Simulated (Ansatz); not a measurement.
**Bromine, solid Br2 (Cmce) under LDA: testing the Fermi-Dirac smearing**

Aim: find which Fermi-Dirac smearing width is enough for energy and pressure. The geometry was relaxed under LDA beforehand and stays fixed; 7 values are run, from 0.01 to 1.0 eV. Wanted are the values from which on the energy stays within 10 and 1 meV/atom, and the pressure within 0.5 GPa, of the narrowest run. Within the series other settings stay, but some runs also write fields, which adds to their time. Spin polarisation is left out.

Program: Ansatz 0.2.0. Level of theory: DFT LDA, plane waves with PAW, scalar-relativistic. These are calculated values, not measurements.

1 further run of the same task is left out (set aside as unsound or not needed).

## Step 1: Starting point

The structure is orthorhombic, space group Cmce (No. 64). The conventional cell has a = 6.656 Å, b = 3.903 Å, c = 8.473 Å, α = 90.00°, β = 90.00°, γ = 90.00°. Br (site symmetry m) is surrounded by 1 Br at 2.40 Å.

Structure file:

```xyz
4
Lattice="3.3281 -1.9517 0.0000 3.3281 1.9517 0.0000 0.0000 0.0000 8.4732" Properties=species:S:1:pos:R:3 pbc="T T T"
Br    3.3281   -1.3298    1.0246
Br    3.3281   -0.6219    5.2612
Br    3.3281    1.3298    7.4486
Br    3.3281    0.6219    3.2120
```

## Step 2: Run at 0.01 eV

The run at 0.01 eV.

input.yaml reads:

```yaml
crystal:
  lattice:
    - [3.3280929616, -1.9517224565, 0.0]
    - [3.3280929616, 1.9517224565, 0.0]
    - [0.0, 0.0, 8.4732333614]
  atoms:
    - { symbol: Br, position: [0.8406697304, 0.1593302696, 0.1209213125] }
    - { symbol: Br, position: [0.6593302696, 0.3406697304, 0.6209213125] }
    - { symbol: Br, position: [0.1593302696, 0.8406697304, 0.8790786875] }
    - { symbol: Br, position: [0.3406697304, 0.6593302696, 0.3790786875] }
hamiltonian:
  xc: lda
  pseudopotentials:
    kind: paw
    azcp:
      Br: "pseudopotentials/Br.paw.azcp"
basis:
  ecutwfc: 420
  fft_grid_basis: typed
kpoints:
  mp_grid: { grid: [9, 9, 4], shift: [0, 0, 0] }
magnetization:
  spin_polarized: false
scf:
  occupations: { method: fermi_dirac, width: 0.01 }
  lower_state_search: "off"
output:
  stress: true
  write_density: true
  write_potential: true
  elf: true
  volumetric_format: npy
```

Run with:

```console
> ansatz run input.yaml --threads 2 --pin off --max-ram 5120MiB --backend cpu --events-out ev --progress --plain --runs-dir out
```

## Step 3: Run at 0.03 eV

The run at 0.03 eV.

Edit input.yaml of step 2 so:

```diff
@@ -24,3 +24,3 @@
 scf:
-  occupations: { method: fermi_dirac, width: 0.01 }
+  occupations: { method: fermi_dirac, width: 0.03 }
   lower_state_search: "off"
```

## Step 4: Run at 0.1 eV

The run at 0.1 eV.

Edit input.yaml of step 3 so:

```diff
@@ -24,3 +24,3 @@
 scf:
-  occupations: { method: fermi_dirac, width: 0.03 }
+  occupations: { method: fermi_dirac, width: 0.1 }
   lower_state_search: "off"
@@ -28,5 +28 @@
   stress: true
-  write_density: true
-  write_potential: true
-  elf: true
-  volumetric_format: npy
```

## Step 5: Run at 0.2 eV

The run at 0.2 eV.

Edit input.yaml of step 4 so:

```diff
@@ -24,3 +24,3 @@
 scf:
-  occupations: { method: fermi_dirac, width: 0.1 }
+  occupations: { method: fermi_dirac, width: 0.2 }
   lower_state_search: "off"
@@ -28 +28,5 @@
   stress: true
+  write_density: true
+  write_potential: true
+  elf: true
+  volumetric_format: npy
```

## Step 6: Run at 0.3 eV

The run at 0.3 eV.

Edit input.yaml of step 5 so:

```diff
@@ -24,3 +24,3 @@
 scf:
-  occupations: { method: fermi_dirac, width: 0.2 }
+  occupations: { method: fermi_dirac, width: 0.3 }
   lower_state_search: "off"
@@ -28,5 +28 @@
   stress: true
-  write_density: true
-  write_potential: true
-  elf: true
-  volumetric_format: npy
```

## Step 7: Run at 0.6 eV

The run at 0.6 eV.

Edit input.yaml of step 6 so:

```diff
@@ -24,3 +24,3 @@
 scf:
-  occupations: { method: fermi_dirac, width: 0.3 }
+  occupations: { method: fermi_dirac, width: 0.6 }
   lower_state_search: "off"
```

## Step 8: Run at 1.0 eV

The run at 1.0 eV.

Edit input.yaml of step 7 so:

```diff
@@ -24,3 +24,3 @@
 scf:
-  occupations: { method: fermi_dirac, width: 0.6 }
+  occupations: { method: fermi_dirac, width: 1.0 }
   lower_state_search: "off"
```

(Steps that only read results are left out.)

What does the calculation give?

As calculated:

| quantity | value |
| --- | --- |
| E(σ → 0) stays within 10 meV/atom of 0.01 eV | up to 0.2 eV |
| E(σ → 0) stays within 1 meV/atom | up to 0.1 eV |
| pressure stays within 0.5 GPa | up to 0.2 eV |
| pressure at 0.01 eV | -0.04 GPa |

**Reading.** At 1.0 eV the energy differs by +91.9 meV/atom and the pressure by +7.2 GPa. Over the range F shifts by -693.1 meV/atom, while E(σ → 0) shifts by +91.9. While the width stays far under the gap, it changes nothing. The cell taken over is 14 % smaller than the measured one (31.89 Å³/atom, COD), which weighs on all values here.

These are semilocal Kohn-Sham gaps, which aren't the measured quantity. Such gaps usually fall short of the measured ones.
